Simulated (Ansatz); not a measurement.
Input file:

```yaml
crystal:
  periodic: [false, false, false]
  atoms:
    - {symbol: Cl, position_ang: [0.000000, 0.000000, -1.388600]}
    - {symbol: H, position_ang: [0.000000, 0.000000, -0.109800]}
    - {symbol: O, position_ang: [0.000000, 0.000000, 1.498400]}
basis:
  gaussian: {orbitals: cc-pVDZ}
magnetization: {spin_polarized: true, initial_magnetization: 2}
correlation: {method: ccsdt_q, electrons: outside_noble_gas}
```

```sh
$ ansatz run in.yaml --threads 1 --pin off --events-out ev --progress --plain --max-ram 2393MiB
```

(1) Roughly how long does this take on 1 thread of Intel Xeon Platinum 8175M, shared host, and how much host memory?

```
622 factors; integrals over basis functions are off by at most 2.5e-7 eV
mean field evaluation 1: about -14553.3261 eV, gradient 1.3e1 eV
mean field evaluation 2: about -14553.3386 eV, gradient 1.3e1 eV
mean field evaluation 4: about -14554.5806 eV, gradient 1.4e0 eV
mean field evaluation 8: about -14554.6139 eV, gradient 2.0e-4 eV
mean field evaluation 16: about -14554.5549 eV, gradient 1.4e0 eV
mean field evaluation 32: about -14554.4421 eV, gradient 8.4e-1 eV
mean field evaluation 64: about -14554.3721 eV, gradient 6.4e0 eV
mean field evaluation 96: about -14549.7534 eV, gradient 1.8e1 eV
mean field evaluation 128: about -14554.4315 eV, gradient 2.0e-3 eV
mean field evaluation 160: about -14549.6711 eV, gradient 1.9e0 eV
mean field evaluation 192: about -14549.5891 eV, gradient 7.9e-2 eV
mean field evaluation 224: about -14554.4315 eV, gradient 3.7e-3 eV
mean field -14554.61389481 eV, -534.8721951625 hartree, gradient 5.1e-6 eV, S^2 2.007249; 9 other end points of the search recorded, 0 dependent functions left out
determinant -14554.61389481 eV, -534.8721951625 hartree, with singles and doubles -14562.32234008 eV, -535.1554753015 hartree
determinant -14554.43151256 eV, -534.8654927384 hartree, with singles and doubles -14562.17993464 eV, -535.1502419979 hartree
determinant -14554.61389481 eV, -534.8721951625 hartree, with singles and doubles -14562.32280816 eV, -535.1554925030 hartree
determinant -14554.43151256 eV, -534.8654927384 hartree, with singles and doubles -14562.18038027 eV, -535.1502583747 hartree
6 core orbitals not correlated: weight in the atoms' cores, before any rotation towards them, 1.000 or more for the frozen orbitals, at most 0.000 for the correlated occupied ones
reference -14554.61389481 eV, -534.8721951625 hartree; 8, 6 occupied and 23, 25 virtual orbitals, 622 factors
second order -6.87697797 eV of doubles, -0.00000000 eV of singles
cycle   1  -7.53257600 eV  change   -6.6e-1 eV  update   4.8e-2
cycle   2  -7.77608775 eV  change   -2.4e-1 eV  update   1.7e-2
cycle   3  -7.81968328 eV  change   -4.4e-2 eV  update   8.4e-3
cycle   4  -7.81785213 eV  change    1.8e-3 eV  update   3.9e-3
cycle   5  -7.81823711 eV  change   -3.8e-4 eV  update   3.0e-3
cycle   6  -7.81960196 eV  change   -1.4e-3 eV  update   1.8e-3
cycle   7  -7.82033613 eV  change   -7.3e-4 eV  update   1.0e-3
cycle   8  -7.82065973 eV  change   -3.2e-4 eV  update   5.3e-4
cycle   9  -7.82063703 eV  change    2.3e-5 eV  update   2.6e-4
cycle  10  -7.82043767 eV  change    2.0e-4 eV  update   1.4e-4
cycle  11  -7.82042536 eV  change    1.2e-5 eV  update   6.9e-5
cycle  12  -7.82046699 eV  change   -4.2e-5 eV  update   3.3e-5
cycle  13  -7.82050448 eV  change   -3.7e-5 eV  update   1.4e-5
cycle  14  -7.82051760 eV  change   -1.3e-5 eV  update   7.5e-6
cycle  15  -7.82051787 eV  change   -2.7e-7 eV  update   3.9e-6
cycle  16  -7.82051693 eV  change    9.5e-7 eV  update   2.3e-6
cycle  17  -7.82051664 eV  change    2.9e-7 eV  update   1.1e-6
perturbative correction -0.00928298 eV, -0.0003411431 hartree
Total energy: -14562.44369442 eV, -535.1599349911 hartree
```

## Answers

(1) 20 s wall and 0.28 GiB.
